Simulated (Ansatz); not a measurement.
`F[Si]F` + H₂S → `F[Si]S` + H–F at 700 K and 1 bar (ligand exchange at the Si–F bond).

Computed with Ansatz on PBE0-D4/def2-TZVP structures; ΔE is electronic, products minus reactants. CBS: def2 TZ/QZ extrapolation, frozen cores. Each species was taken in one conformer, which may not be the lowest.

| species | CCSD(T)/CBS energy (Eh) | H − E (kJ/mol) | S (J/(mol·K)) |
| --- | --- | --- | --- |
| `F[Si]F` | -488.75390 | 43.9 | 299.4 |
| H₂S | -398.97119 | 64.8 | 236.9 |
| `F[Si]S` | -787.29682 | 71.7 | 339.1 |
| H–F | -100.39431 | 45.2 | 198.5 |

H − E and S are ideal-gas, rigid-rotor, harmonic terms from PBE0-D4/def2-TZVP, for one conformer and one mirror image of each species. 1 Eh = 2625.50 kJ/mol, R = 8.31446 J/(mol·K).

By hand: ΔE, ΔH, ΔS and ΔG.

ΔE = (-787.29682) + (-100.39431) − (-488.75390) − (-398.97119) = 0.03396 Eh = 89.2 kJ/mol. Δ(H − E) = 71.7 + 45.2 − 43.9 − 64.8 = 8.2, so ΔH = 97.4 kJ/mol. ΔS = 339.1 + 198.5 − 299.4 − 236.9 = 1.3 J/(mol·K). ΔG = 97.4 − 700 × (1.3)/1000 = 96.5 kJ/mol.

By hand: the equilibrium constant, and the temperature at which ΔG would vanish if ΔH and ΔS stayed fixed.

log₁₀ K = −ΔG/(RT ln 10) = -7.2. ΔG = 0 at ΔH/ΔS = 74923 K, far beyond where these terms or the molecules hold.

The number of gas molecules stays the same, so ΔS is small and ΔH decides. A doubt of 5 kJ/mol in ΔE shifts log₁₀ K by 0.4 here. Other conformers and mirror images would add mixing entropy, several J/(mol·K) or more a flexible species. These are equilibria of isolated gas molecules and say nothing of rates. Largest T1 diagnostic: 0.015 (customary marks: 0.02 for closed shells, 0.045 for open ones).
